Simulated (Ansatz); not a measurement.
Reaction: CH2O2 (SMILES O=CO) → CH2O2+ (parent SMILES O=CO, doublet) + e-
Each species at its own B3LYP-D3(BJ)/def2-TZVP minimum (Ansatz, a first-principles code), one conformer.

Quantity: adiabatic ionisation energy (electronic), in eV. UHF or UKS for unpaired electrons; spin-orbit terms are left out. CBS(X,Y): correlation extrapolated as X^-3, Hartree-Fock from the larger set. A bracket is a step between two methods taken in the basis named. Functionals run without relativity, which enters their misses. 'core' is core correlation in cc-pwCVTZ, 'X2C' scalar relativity in cc-pVTZ-DK, both at CCSD(T). The spin of CH2O2+ (parent SMILES O=CO, doublet) was assumed, and the state is the lowest solution found for it.

CCSD(T)/CBS(cc-pVTZ,cc-pVQZ) + [CCSDT(Q) - CCSD(T)]/cc-pVDZ + core + X2C (Ansatz) gives 11.38 eV.

Question: How far off this value is PBE/def2-TZVPD (Ansatz), in which direction, and how far these levels: r2SCAN/def2-TZVPD, PBE0/def2-TZVPD, wB97M-V/def2-TZVPD, CCSD(T)/CBS(cc-pVTZ,cc-pVQZ) + core + X2C?

Answer: PBE gives 11.13 eV, 0.25 eV below it. Differences of the others: r2SCAN/def2-TZVPD (Ansatz) -0.35; PBE0/def2-TZVPD (Ansatz) -0.29; wB97M-V/def2-TZVPD (Ansatz) -0.19; CCSD(T)/CBS(cc-pVTZ,cc-pVQZ) + core + X2C (Ansatz) 0.01 eV.
